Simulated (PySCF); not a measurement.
H₂S, optimised at B3LYP/6-31G*:

```xyz
3

S      0.0449     0.0764     0.1356
H      0.4314     0.1207    -1.1566
H     -0.7012    -1.0315    -0.0569
```

Energies from PySCF (xtb for GFN2), thermal terms from the rigid-rotor harmonic-oscillator model, ideal gas at 1 bar. 6-31G* has spherical d functions here. All species are closed-shell singlets. B3LYP is the form with VWN-RPA correlation.

**Question.** List the harmonic frequencies (cm⁻¹, unscaled) at this level and at the other levels, each on its own geometry.

**Answer.** 
- B3LYP/6-31G*: 1251, 2688, 2708
- GFN2-xTB: 1158, 2476, 2481
- HF/6-31G*: 1368, 2915, 2926
- PBE/def2-SVP: 1149, 2627, 2651
- PBE0/def2-TZVP: 1209, 2724, 2739
